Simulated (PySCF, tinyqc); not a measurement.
G0W0 on RHF in the sto-3g basis, for BH, spin multiplicity 1, step by step. The lowest restricted solution is unstable here: a spin-polarised one lies 0.0053 hartree lower (PySCF). Computed by tinyqc, a small Python program that keeps every step (integrals from PySCF). Settings: charge = 0, multiplicity = 1, basis = sto-3g, method = RHF, energy threshold = 1e-10, iteration cap = 68, orthogonalisation = symmetric, start = core, DIIS depth = 6. Command: `OMP_NUM_THREADS=1 python tinyqc.py 21218 21219 out.jsonl` (the two numbers bound the seeds that draw the settings). One thread of a shared host (Intel(R) Xeon(R) Processor @ 2.60GHz), about 0.07 s of CPU time with the checks. The early iterations of the SCF are left out here.

## One-electron integrals

Geometry (angstrom):
```
atom        x        y        z
B     0.00000  0.00000  0.00000
H     0.00000  0.00000  1.76800
```

Basis sto-3g: exponents (1/bohr^2) and contraction coefficients of normalised primitives:
```
element  l (shell)  exponent  coefficient
B            s (1)  48.79111      0.15433
B            s (1)   8.88736      0.53533
B            s (1)   2.40527      0.44463
B            s (2)   2.23696     -0.09997
B            s (2)   0.51982      0.39951
B            s (2)   0.16906      0.70012
B            p (3)   2.23696      0.15592
B            p (3)   0.51982      0.60768
B            p (3)   0.16906      0.39196
H            s (1)   3.42525      0.15433
H            s (1)   0.62391      0.53533
H            s (1)   0.16886      0.44463
```

Overlap, kinetic and nuclear-attraction integrals over the contracted functions; the nuclear repulsion is the sum of Za Zb / Rab.

nuclear repulsion = 1.4965419 hartree

overlap S, lower triangle:
```
          1B 1s    1B 2s   1B 2px   1B 2py   1B 2pz    2H 1s
1B 1s   1.00000
1B 2s   0.26933  1.00000
1B 2px  0.00000  0.00000  1.00000
1B 2py  0.00000  0.00000  0.00000  1.00000
1B 2pz  0.00000  0.00000  0.00000  0.00000  1.00000
2H 1s   0.01837  0.22949  0.00000  0.00000  0.27893  1.00000
```

kinetic energy T (hartree), lower triangle:
```
           1B 1s    1B 2s   1B 2px   1B 2py   1B 2pz    2H 1s
1B 1s   10.82630
1B 2s   -0.04797  0.35917
1B 2px   0.00000  0.00000  1.12388
1B 2py   0.00000  0.00000  0.00000  1.12388
1B 2pz   0.00000  0.00000  0.00000  0.00000  1.12388
2H 1s   -0.00531  0.00357  0.00000  0.00000  0.04584  0.76003
```

nuclear attraction V (hartree), lower triangle:
```
            1B 1s     1B 2s    1B 2px    1B 2py    1B 2pz     2H 1s
1B 1s   -23.44670
1B 2s    -3.21997  -4.07005
1B 2px    0.00000   0.00000  -4.02289
1B 2py    0.00000   0.00000   0.00000  -4.02289
1B 2pz   -0.00842  -0.08442   0.00000   0.00000  -4.07315
2H 1s    -0.22085  -0.71226   0.00000   0.00000  -0.80807  -2.72136
```

core Hamiltonian H = T + V (hartree), lower triangle:
```
            1B 1s     1B 2s    1B 2px    1B 2py    1B 2pz     2H 1s
1B 1s   -12.62039
1B 2s    -3.26794  -3.71088
1B 2px    0.00000   0.00000  -2.89901
1B 2py    0.00000   0.00000   0.00000  -2.89901
1B 2pz   -0.00842  -0.08442   0.00000   0.00000  -2.94927
2H 1s    -0.22616  -0.70869   0.00000   0.00000  -0.76223  -1.96132
```

## Two-electron integrals

Functions are numbered as in S; the eight-fold symmetry (ij|kl) = (ji|kl) = (kl|ij) leaves the list below.

Two-electron integrals (ij|kl) in chemists' order, unique and non-zero (hartree):
```
(11|11) 2.92351   (21|11) 0.51838   (21|21) 0.10926   (22|11) 0.74423
(22|21) 0.19318   (22|22) 0.54480   (31|31) 0.02026   (32|31) 0.03000
(32|32) 0.12035   (33|11) 0.74249   (33|21) 0.19324   (33|22) 0.54468
(33|33) 0.58677   (41|41) 0.02026   (42|41) 0.03000   (42|42) 0.12035
(43|43) 0.03163   (44|11) 0.74249   (44|21) 0.19324   (44|22) 0.54468
(44|33) 0.52351   (44|44) 0.58677   (51|51) 0.02026   (52|51) 0.03000
(52|52) 0.12035   (53|53) 0.03163   (54|54) 0.03163   (55|11) 0.74249
(55|21) 0.19324   (55|22) 0.54468   (55|33) 0.52351   (55|44) 0.52351
(55|55) 0.58677   (61|11) 0.03519   (61|21) 0.00739   (61|22) 0.01313
(61|33) 0.01307   (61|44) 0.01307   (61|51) 0.00052   (61|52) 0.00097
(61|55) 0.01324   (61|61) 0.00051   (62|11) 0.11277   (62|21) 0.02989
(62|22) 0.09676   (62|33) 0.09381   (62|44) 0.09381   (62|51) 0.00322
(62|52) 0.02206   (62|55) 0.10254   (62|61) 0.00216   (62|62) 0.02775
(63|31) 0.00254   (63|32) 0.01284   (63|53) 0.00380   (63|63) 0.00248
(64|41) 0.00254   (64|42) 0.01284   (64|54) 0.00380   (64|64) 0.00248
(65|11) 0.11964   (65|21) 0.03205   (65|22) 0.10909   (65|33) 0.10372
(65|44) 0.10372   (65|51) 0.00530   (65|52) 0.03437   (65|55) 0.11970
(65|61) 0.00238   (65|62) 0.03613   (65|65) 0.04855   (66|11) 0.29890
(66|21) 0.08046   (66|22) 0.29483   (66|33) 0.28057   (66|44) 0.28057
(66|51) 0.00829   (66|52) 0.07890   (66|55) 0.32291   (66|61) 0.00582
(66|62) 0.11985   (66|65) 0.16756   (66|66) 0.77461
```

## Orthogonalisation

S = U s U^T; symmetric (Loewdin) form X = U s^(-1/2) U^T, so that X^T S X = 1.

eigenvalues of S: 0.59611  0.80921  1.00000  1.00000  1.17417  1.42051

X, lower triangle:
```
           1B 1s     1B 2s   1B 2px   1B 2py    1B 2pz    2H 1s
1B 1s    1.02932
1B 2s   -0.14469   1.05231
1B 2px   0.00000   0.00000  1.00000
1B 2py   0.00000   0.00000  0.00000  1.00000
1B 2pz  -0.00414   0.02761  0.00000  0.00000   1.03233
2H 1s    0.01662  -0.12931  0.00000  0.00000  -0.15232  1.05477
```

## Starting guess

The start is the orbitals of the core Hamiltonian; D = 2 C_occ C_occ^T.

D at the start, lower triangle:
```
           1B 1s     1B 2s   1B 2px   1B 2py    1B 2pz    2H 1s
1B 1s    2.15930
1B 2s   -0.59361   2.21009
1B 2px   0.00000   0.00000  0.00000
1B 2py   0.00000   0.00000  0.00000  0.00000
1B 2pz  -0.01538   0.06557  0.00000  0.00000   2.07968
2H 1s    0.03742  -0.12666  0.00000  0.00000  -0.16572  0.01989
```

## Iteration 8 (converged): orbitals

converged F (hartree), lower triangle:
```
           1B 1s     1B 2s   1B 2px   1B 2py    1B 2pz     2H 1s
1B 1s   -7.37658
1B 2s   -2.15080  -1.02035
1B 2px   0.00000   0.00000  0.24861
1B 2py   0.00000   0.00000  0.00000  0.24861
1B 2pz  -0.01572   0.01113  0.00000  0.00000   0.00902
2H 1s   -0.15322  -0.25793  0.00000  0.00000  -0.28202  -0.16739
```

Diagonalise F' = X^T F X, C = X C', fill 3 alpha and 3 beta electrons from the bottom; D = 2 C_occ C_occ^T. Each column has its largest component positive (the first on a tie).

F' = X^T F X (hartree), lower triangle:
```
          1         2        3        4         5         6
1  -7.20012
2  -1.10975  -0.56490
3   0.00000   0.00000  0.24861
4   0.00000   0.00000  0.00000  0.24861
5  -0.03168   0.07295  0.00000  0.00000   0.09675
6   0.02140  -0.18132  0.00000  0.00000  -0.29949  -0.03975
```

orbital energies (hartree): MO1 -7.38087, MO2 -0.46882, MO3 -0.23455, MO4 0.24861, MO5 0.24861, MO6 0.37622

coefficients C:
```
             MO1       MO2       MO3       MO4      MO5       MO6
1B 1s    0.99270  -0.26473   0.13430   0.00000  0.00000  -0.08469
1B 2s    0.02622   0.87748  -0.50738   0.00000  0.00000   0.34306
1B 2px   0.00000   0.00000   0.00000   0.99884  0.04819   0.00000
1B 2py   0.00000   0.00000   0.00000  -0.04819  0.99884   0.00000
1B 2pz   0.00292   0.08225   0.57528   0.00000  0.00000   0.86716
2H 1s   -0.00351   0.35192   0.61112   0.00000  0.00000  -0.80958
```

D after iteration 8, lower triangle:
```
           1B 1s     1B 2s   1B 2px   1B 2py   1B 2pz    2H 1s
1B 1s    2.14713
1B 2s   -0.54882   2.05618
1B 2px   0.00000   0.00000  0.00000
1B 2py   0.00000   0.00000  0.00000  0.00000
1B 2pz   0.11676  -0.43928  0.00000  0.00000  0.67544
2H 1s   -0.02915  -0.00271  0.00000  0.00000  0.76100  0.99465
```

Within a degenerate level the vectors are fixed only up to a rotation; this is one choice.

## Convergence

Stop when the energy changes by less than 1e-10 hartree and every element of the error matrix X^T (F D S - S D F) X is below 3e-06.

Course of the cycle:
```
iteration  E (hartree)     change  largest element of the error matrix
1          -24.0360807          -                             3.82e-01
2          -24.5918753  -5.56e-01                             2.18e-01
3          -24.6598187  -6.79e-02                             5.28e-02
4          -24.6650066  -5.19e-03                             5.46e-03
5          -24.6650384  -3.18e-05                             7.71e-04
6          -24.6650393  -8.38e-07                             1.34e-05
7          -24.6650393  -3.01e-10                             1.68e-06
8          -24.6650393  -3.40e-12                             2.82e-10
```

PySCF RHF in the same basis = -24.6650393 hartree

Converged in 8 iterations.

## Populations, bond orders and dipole

Mulliken: Z minus the diagonal of D S on the atom; Loewdin: the same with S^(1/2) D S^(1/2); Mayer order: 2 sum_s sum (D(s) S)_ij (D(s) S)_ji over the two atoms.

Charges (e):
```
atom  Mulliken   Loewdin
1B     0.20575   0.19966
2H    -0.20575  -0.19966
```

Mayer bond orders:
```
pair    order
2-1   0.95766
```

dipole moment about the origin, x y z (debye): 0.00000  0.00000  -0.43604

## Integrals over molecular orbitals

(pq|rs) = sum C_ip C_jq C_kr C_ls (ij|kl), one index at a time.

one-electron integrals over orbitals h = C^T H C (hartree), lower triangle:
```
           1         2         3         4         5         6
1  -12.60780
2    0.32376  -2.93783
3   -0.15494   0.25730  -2.53171
4    0.00000   0.00000   0.00000  -2.89901
5    0.00000   0.00000   0.00000   0.00000  -2.89901
6    0.10145  -0.38225  -0.43485   0.00000   0.00000  -2.45671
```

Two-electron integrals over orbitals (pq|rs), unique and non-zero (hartree):
```
(11|11) 2.89304    (21|11) -0.28786   (21|21) 0.04547    (22|11) 0.64855
(22|21) -0.01215   (22|22) 0.47261    (31|11) 0.14336    (31|21) -0.02150
(31|22) 0.01093    (31|31) 0.01893    (32|11) -0.13822   (32|21) 0.00769
(32|22) -0.00075   (32|31) 0.00742    (32|32) 0.11788    (33|11) 0.55060
(33|21) -0.00817   (33|22) 0.43133    (33|31) -0.00258   (33|32) -0.00159
(33|33) 0.47012    (41|41) 0.02159    (42|41) 0.02434    (42|42) 0.08834
(43|41) -0.01209   (43|42) -0.03944   (43|43) 0.03378    (44|11) 0.74202
(44|21) -0.01060   (44|22) 0.48144    (44|31) 0.00494    (44|32) -0.07679
(44|33) 0.42221    (44|44) 0.58677    (51|51) 0.02159    (52|51) 0.02434
(52|52) 0.08834    (53|51) -0.01209   (53|52) -0.03944   (53|53) 0.03378
(54|54) 0.03163    (55|11) 0.74202    (55|21) -0.01060   (55|22) 0.48144
(55|31) 0.00494    (55|32) -0.07679   (55|33) 0.42221    (55|44) 0.52351
(55|55) 0.58677    (61|11) -0.09155   (61|21) 0.01622    (61|22) 0.00230
(61|31) 0.00351    (61|32) 0.01622    (61|33) -0.01061   (61|44) -0.00319
(61|55) -0.00319   (61|61) 0.02004    (62|11) 0.14017    (62|21) -0.00303
(62|22) 0.05544    (62|31) 0.01286    (62|32) -0.01403   (62|33) -0.02448
(62|44) 0.07794    (62|55) 0.07794    (62|61) 0.01297    (62|62) 0.09031
(63|11) 0.17770    (63|21) -0.00405   (63|22) 0.03237    (63|31) -0.00368
(63|32) -0.11164   (63|33) 0.00418    (63|44) 0.09907    (63|55) 0.09907
(63|61) -0.00853   (63|62) 0.05687    (63|63) 0.14658    (64|41) 0.00727
(64|42) 0.02708    (64|43) 0.00385    (64|64) 0.02585    (65|51) 0.00727
(65|52) 0.02708    (65|53) 0.00385    (65|65) 0.02585    (66|11) 0.60654
(66|21) -0.00749   (66|22) 0.47293    (66|31) 0.01163    (66|32) 0.05256
(66|33) 0.46547    (66|44) 0.43981    (66|55) 0.43981    (66|61) 0.00783
(66|62) 0.02262    (66|63) -0.02574   (66|66) 0.53196
```

## Screening: direct RPA

With D = e_a - e_i and K = (ia|jb): diagonalise D^(1/2) (D + 4K) D^(1/2) = Z w^2 Z^T; X + Y = D^(1/2) Z w^(-1/2), each column of Z with its largest component positive (the first on a tie); E_c = (sum w - tr (D + 2K)) / 2.

D^(1/2) (D + 4K) D^(1/2) (hartree^2), lower triangle:
```
          1>4       1>5       1>6       2>4       2>5      2>6      3>4      3>5
1>4  58.86787
1>5   0.00000  58.86787
1>6   0.00000   0.00000  60.79433
2>4   0.22776   0.00000   0.00000   0.76822
2>5   0.00000   0.22776   0.00000   0.00000   0.76822
2>6   0.00000   0.00000   0.13285   0.00000   0.00000  1.01935
3>4  -0.09284   0.00000   0.00000  -0.09289   0.00000  0.00000  0.29873
3>5   0.00000  -0.09284   0.00000   0.00000  -0.09289  0.00000  0.00000  0.29873
3>6   0.00000   0.00000  -0.07426   0.00000   0.00000  0.16343  0.00000  0.00000

         3>6
3>6  0.73116
```

excitation energies w (hartree): 0.53008  0.53008  0.81064  0.88596  0.88596  1.04546  7.67261  7.67261  7.79710

X + Y:
```
           1         2         3         4         5         6         7         8
1>4  0.00000   0.00315   0.00000  -0.00004  -0.01218   0.00000   0.99718   0.00000
1>5  0.00315   0.00000   0.00000  -0.01218   0.00004   0.00000   0.00000   0.99718
1>6  0.00000   0.00000   0.00630   0.00000   0.00000  -0.00413   0.00000   0.00000
2>4  0.00001   0.21743   0.00000   0.00288   0.88400   0.00000   0.00120   0.00000
2>5  0.21743  -0.00001   0.00000   0.88400  -0.00288   0.00000   0.00000   0.00120
2>6  0.00000   0.00000  -0.42053   0.00000   0.00000   0.81925   0.00000   0.00000
3>4  0.00003   0.93790   0.00000  -0.00045  -0.13802   0.00000  -0.00040   0.00000
3>5  0.93790  -0.00003   0.00000  -0.13802   0.00045   0.00000   0.00000  -0.00040
3>6  0.00000   0.00000   0.79097   0.00000   0.00000   0.31482   0.00000   0.00000

            9
1>4   0.00000
1>5   0.00000
1>6   0.99743
2>4   0.00000
2>5   0.00000
2>6   0.00073
3>4   0.00000
3>5   0.00000
3>6  -0.00034
```

RPA correlation energy = -0.0656394 hartree

Within a degenerate level the vectors are fixed only up to a rotation; this is one choice.

## G0W0 on Hartree-Fock: HOMO

W(p,q,m) = sqrt2 sum_ia (pq|ia) (X+Y)_ia,m; Sigma_c(x) = sum_(i,m) W^2/(x - e_i + w_m) + sum_(a,m) W^2/(x - e_a - w_m); solve x = e_p + Sigma_c(x) by Newton steps; Z = 1/(1 - dSigma/dx); 1 hartree = 27.211386 eV.

The 12 largest terms at x = e_p (hartree; W for the signs of X + Y given):
```
q  m         W       term
2  3  -0.11640    0.01297
6  3   0.13007   -0.01190
6  6   0.13120   -0.01039
2  6  -0.06606    0.00341
5  4  -0.05570   -0.00227
4  5  -0.05570   -0.00227
5  1   0.03263   -0.00105
4  2   0.03263   -0.00105
3  6  -0.02644    0.00067
3  3   0.01914    0.00045
2  9   0.02292    0.00007
5  8  -0.01713  -3.60e-05
```

Newton steps (hartree):
```
step         x  Sigma_c(x)        Z
0     -0.23455    -0.01139  0.96494
1     -0.24554    -0.01099  0.96491
2     -0.24554    -0.01099  0.96491
```

quasiparticle energy of the HOMO = -6.68149 eV

Hartree-Fock value = -6.38251 eV

## G0W0 on Hartree-Fock: LUMO

As before.

The 12 largest terms at x = e_p (hartree; W for the signs of X + Y given):
```
q  m         W      term
4  6   0.13443  -0.01729
2  5   0.11773   0.00864
4  3   0.06444  -0.00512
3  5  -0.05570   0.00227
6  5   0.03298  -0.00107
3  2   0.03263   0.00105
2  2  -0.02504   0.00050
6  2   0.01346  -0.00028
2  7   0.03449   0.00014
1  5   0.03241   0.00012
1  7   0.03050   0.00006
3  7  -0.01713  3.60e-05
```

Newton steps (hartree):
```
step        x  Sigma_c(x)        Z
0     0.24861    -0.01094  0.96819
1     0.23802    -0.01059  0.96856
2     0.23801    -0.01059  0.96856
```

quasiparticle energy of the LUMO = 6.47669 eV

Hartree-Fock value = 6.76492 eV
